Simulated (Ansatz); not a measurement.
Reaction: C2H3Cl (SMILES C=CCl) → C2H2Cl (SMILES [CH]=CCl, doublet) + H (doublet) (the C-H bond breaks)
Each species at its own B3LYP-D3(BJ)/def2-TZVP minimum (Ansatz, a program for electronic structure).

Total energies in hartree (Ansatz). Open shells are spin-unrestricted; no spin-orbit coupling. Cores are frozen in correlated methods. No relativity. Where a partner has so few electrons that a lower coupled-cluster level is exact, that level stands in. The UHF reference of C2H2Cl ([CH]=CCl, doublet) is spin-contaminated (<S^2> up to 0.20 over the pure value in the sets run).

| species | HF/cc-pV(T+d)Z | CCSD(T)/cc-pV(T+d)Z | HF/cc-pV(Q+d)Z | CCSD(T)/cc-pV(Q+d)Z | CCSD(T)/cc-pV(D+d)Z | CCSDT(Q)/cc-pV(D+d)Z |
|---|---|---|---|---|---|---|
| 1: C2H3Cl (SMILES C=CCl) | -537.00250 | -537.57646 | -537.01120 | -537.62266 | -537.42185 | -537.42369 |
| 2: C2H2Cl (SMILES [CH]=CCl, doublet) | -536.35607 | -536.88771 | -536.36458 | -536.93252 | -536.73917 | -536.74177 |
| 3: H (doublet) | -0.49981 | -0.49981 | -0.49995 | -0.49995 | -0.49928 | -0.49928 |

Q: Work out the bond dissociation energy (electronic) in kcal/mol: take Hartree-Fock from cc-pV(Q+d)Z, extrapolate the CCSD(T) correlation energy as X^-3 (X = 3, 4), and add CCSDT(Q) - CCSD(T) in cc-pV(D+d)Z. 1 hartree = 627.51 kcal/mol.

A: 
Species 1: correlation (64·(-0.61146) - 27·(-0.57396))/37 = -0.63882; step -0.00184; E1 = -537.01120 + (-0.63882) + (-0.00184) = -537.65186
Species 2: correlation (64·(-0.56794) - 27·(-0.53164))/37 = -0.59443; step -0.00260; E2 = -536.36458 + (-0.59443) + (-0.00260) = -536.96161
Species 3: correlation (64·(0.00000) - 27·(0.00000))/37 = 0.00000; step +0.00000; E3 = -0.49995 + (0.00000) + (+0.00000) = -0.49995
-1·E1 +1·E2 +1·E3 = 0.19030 hartree = 119.4 kcal/mol.
